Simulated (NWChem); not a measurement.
Species: Cl anion

Results from NWChem. Sets without diffuse functions describe the anion's extra electron poorly. The highest occupied level is positive in some or all of these runs, so the extra electron may be held by the finite basis. Total energies compare along this basis series because the functional is fixed.

```tsv
level	basis functions	energy (Ha)	highest occupied level (eV)	orbital gap (eV)
TPSS/def2-SVP	18	-460.0988	2.55	18.10
TPSS/def2-SVPD	27	-460.1553	0.14	6.27
TPSS/def2-TZVP	37	-460.2890	1.01	15.34
TPSS/def2-TZVPP	42	-460.2890	1.01	15.34
TPSS/def2-QZVP	70	-460.3106	0.52	10.41
```
